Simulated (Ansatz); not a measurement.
Input file:

```yaml
crystal:
  periodic: [false, false, false]
  atoms:
    - {symbol: Sb, position_ang: [0.000000, 0.000000, 0.000000]}
    - {symbol: H, position_ang: [0.000000, 0.000000, 1.713000]}
basis:
  gaussian: {orbitals: def2-TZVPP}
magnetization: {spin_polarized: false}
correlation: {method: ccsdtq, electrons: outside_noble_gas}
```

```sh
$ ansatz run in.yaml --threads 2 --pin off --events-out ev --progress --plain --max-ram 49920MiB --backend cuda --devices 0, --max-vram 37GiB
```

Log:

```
959 factors; integrals over basis functions are off by at most 2.5e-7 eV
mean field evaluation 1: about -6524.3773 eV, gradient 6.8e0 eV
mean field evaluation 2: about -6524.3787 eV, gradient 6.8e0 eV
mean field evaluation 4: about -6524.5936 eV, gradient 6.6e-1 eV
mean field evaluation 8: about -6524.5945 eV, gradient 1.6e-3 eV
mean field evaluation 16: about -6524.5938 eV, gradient 1.3e-1 eV
mean field evaluation 32: about -6524.5375 eV, gradient 3.8e0 eV
mean field -6524.59452276 eV, -239.7744261822 hartree, gradient 2.5e-6 eV, S^2 0.000000; 2 other end points of the search recorded, 0 dependent functions left out; unrestricted orbitals would lower it
mean field evaluation 64: about -6524.5935 eV, gradient 2.6e-1 eV
unrestricted determinant -6525.88846487 eV, -239.8219776779 hartree, S^2 1.0298
9 core orbitals not correlated: weight in the atoms' cores, before any rotation towards them, 1.000 or more for the frozen orbitals, at most 0.000 for the correlated occupied ones
reference -6524.59452276 eV, -239.7744261822 hartree; 3, 3 occupied and 52, 52 virtual orbitals, 959 factors
second order -2.67309599 eV of doubles, -0.00000000 eV of singles
cycle   1  -3.11245243 eV  change   -4.4e-1 eV  update   7.0e-2
cycle   2  -3.42577092 eV  change   -3.1e-1 eV  update   4.0e-2
cycle   3  -3.44173557 eV  change   -1.6e-2 eV  update   2.7e-2
cycle   4  -3.47305943 eV  change   -3.1e-2 eV  update   2.6e-2
cycle   5  -3.55762131 eV  change   -8.5e-2 eV  update   2.5e-2
cycle   6  -3.76251636 eV  change   -2.0e-1 eV  update   2.1e-2
cycle   7  -3.70726910 eV  change    5.5e-2 eV  update   1.5e-2
cycle   8  -3.73106707 eV  change   -2.4e-2 eV  update   6.9e-3
cycle   9  -3.75555240 eV  change   -2.4e-2 eV  update   3.0e-3
cycle  10  -3.74086992 eV  change    1.5e-2 eV  update   1.4e-3
cycle  11  -3.74879856 eV  change   -7.9e-3 eV  update   1.4e-3
cycle  12  -3.74939237 eV  change   -5.9e-4 eV  update   1.9e-4
cycle  13  -3.74825519 eV  change    1.1e-3 eV  update   1.8e-4
cycle  14  -3.74837553 eV  change   -1.2e-4 eV  update   4.6e-5
cycle  15  -3.74843154 eV  change   -5.6e-5 eV  update   1.6e-5
cycle  16  -3.74842146 eV  change    1.0e-5 eV  update   5.5e-6
cycle  17  -3.74841378 eV  change    7.7e-6 eV  update   2.6e-6
cycle  18  -3.74841277 eV  change    1.0e-6 eV  update   1.0e-6
cycle  19  -3.74841230 eV  change    4.6e-7 eV  update   4.0e-7
WARN: these amplitudes may be one of several solutions (largest doubles amplitude 0.91, level shift 0.00 eV)
Total energy: -6528.34293506 eV, -239.9121777936 hartree
```

For the same geometry and basis full CI lies 0.1 meV higher. By full CI's occupations no single determinant describes the state well. The program flagged this run's energy as in doubt. The determinant fills πx and πy unequally, so it is a mixture of Σ and Δ. RHF is unstable: UHF (⟨S²⟩ = 1.03) lies 1.29 eV below the lowest RHF solution. Higher spins weren't run at this geometry and may lie near or lower.

Ran on 2 threads of AMD EPYC 7R13 with a shared H100 80 GB, shared host: 6.5 s wall, 0.83 GiB peak host memory.
